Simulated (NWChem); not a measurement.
Species: C₂H₃F; SMILES C=CF

All runs: NWChem. Pople sets run with spherical d functions. Structure relaxed at the PBE0/def2-SVP level.

Q: Taking PBE0/6-311++G** as the yardstick, which of these has the fewest basis functions while keeping “highest occupied level (eV)” within 0.1 eV of it: PBE0/6-311G**; PBE0/6-31+G*; PBE0/STO-3G; PBE0/6-31G*; PBE0/3-21G?

A: PBE0/6-31+G* (a larger set in the list lies outside the tolerance).
```json
[
 {"level": "PBE0/STO-3G", "basis functions": "18", "highest occupied level (eV)": "-4.82"},
 {"level": "PBE0/3-21G", "basis functions": "33", "highest occupied level (eV)": "-7.36"},
 {"level": "PBE0/6-31G*", "basis functions": "48", "highest occupied level (eV)": "-7.32"},
 {"level": "PBE0/6-31+G*", "basis functions": "60", "highest occupied level (eV)": "-7.69"},
 {"level": "PBE0/6-311G**", "basis functions": "72", "highest occupied level (eV)": "-7.59"},
 {"level": "PBE0/6-311++G**", "basis functions": "87", "highest occupied level (eV)": "-7.76"}
]
```

The yardstick is one finite set, not the basis-set limit.
